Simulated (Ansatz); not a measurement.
# PH₃+ (quartet): wave-function methods side by side, 6-31G

The task here is to estimate one member of a computed series from the others.

Method: 6-31G, core rule «outside noble gas», up to 5 orbitals frozen; program: Ansatz 0.2.0, Gaussian basis.

To be run: UHF; CCSD(T) on ROHF; CCSD(T) on UHF; BCCD(T) on ROHF; CISD; CCSDT(Q) on ROHF; CCSDT(Q) on UHF; CISDTQ; CCSDTQ on ROHF; CCSDTQ on UHF; CASSCF and MRCISD+Q, 7 electrons in 7 orbitals; CASSCF and NEVPT2, 7 electrons in 7 orbitals; Full CI.

15 further runs of the same task are left out: 7 that didn't finish, 8 set aside as unsound or not needed.

### The geometry

The geometry is a PBE0/def2-TZVP stationary point (not a proven minimum) of the parent state, kept for this charge and spin.

4 atoms, charge 1, spin multiplicity 4.

Atoms are counted from 1 here; the program's logs count them from 0.

Bond lengths: P1–H2 1.405 Å, P1–H3 1.405 Å, P1–H4 1.405 Å. Angles: H2–P1–H3 113.3°, H2–P1–H4 113.3°, H3–P1–H4 113.3°.

As a file:

```xyz
4

P     0.0001    0.0000   -0.0329
H     1.3541    0.0145    0.3407
H    -0.6904    1.1668    0.3342
H    -0.6661   -1.1799    0.3374
```

The first run:

Input file in.yaml:

```yaml
crystal:
  periodic: [false, false, false]
  atoms:
    - {symbol: P, position_ang: [0.000079, -0.000045, -0.032941]}
    - {symbol: H, position_ang: [1.354052, 0.014506, 0.340675]}
    - {symbol: H, position_ang: [-0.690409, 1.166785, 0.334178]}
    - {symbol: H, position_ang: [-0.666085, -1.179917, 0.337423]}
basis:
  gaussian: {orbitals: 6-31G}
total_charge: 1
magnetization: {spin_polarized: true, initial_magnetization: 3}
hamiltonian: {xc: hf}
output: {orbitals: {seedname: orbitals}}
```

The run is started by

```bash
ansatz run in.yaml --threads 1 --pin off --events-out ev --progress --plain --max-ram 2393MiB
```

Steps of the session up to this table: UHF; CCSD(T) on ROHF; CCSD(T) on UHF; BCCD(T) on ROHF; CISD; CCSDT(Q) on ROHF; CCSDT(Q) on UHF; CISDTQ; CCSDTQ on ROHF; CCSDTQ on UHF; CASSCF and MRCISD+Q, 7 electrons in 7 orbitals; CASSCF and NEVPT2, 7 electrons in 7 orbitals; Full CI.

One of the session's tables, all rows but one given; the rest of the session is left out.

| method | from FCI (kJ/mol) |
| --- | --- |
| RMP2 | +98.7 |
| UMP2 | +98.6 |
| CISD | +10.7 |
| RCCSD | +11.6 |
| UCCSD | +12.1 |
| RCCSD(T) | +4.4 |
| UCCSD(T) | ? |
| BCCD(T) | +4.9 |
| RCCSDT | +0.3 |
| UCCSDT | +0.4 |
| CISDTQ | +0.1 |
| RCCSDT(Q) | +0.1 |
| UCCSDT(Q) | +0.1 |
| RCCSDTQ | 0.0 |
| UCCSDTQ | 0.0 |
| FCI | 0 |

Q: Estimate the row for UCCSD(T) from the others.

**Answer.** from FCI (kJ/mol): +4.7. In the column «from FCI (kJ/mol)» it lies between RCCSD(T) (+4.4) and BCCD(T) (+4.9).

Left out of the table: CASSCF valence, NEVPT2 valence, MRCISD valence, MRCISD+Q valence (the active space lost an orbital or holds another state than full CI finds).

Caveats from the session: Left out of the table: ROHF, UHF (another determinant or state than the rows shown). The program flags RCCSD(T) as in doubt, so those rows may rest on another solution; read them beside their warnings. Levels on UHF freeze UHF's core orbitals, full CI those of ROHF, so the U rows can settle a little off it for that reason alone. Restricted and unrestricted rows rest on different reference determinants; where their highest levels disagree by more than a few hundredths of an eV, they describe different states and don't form one ladder.
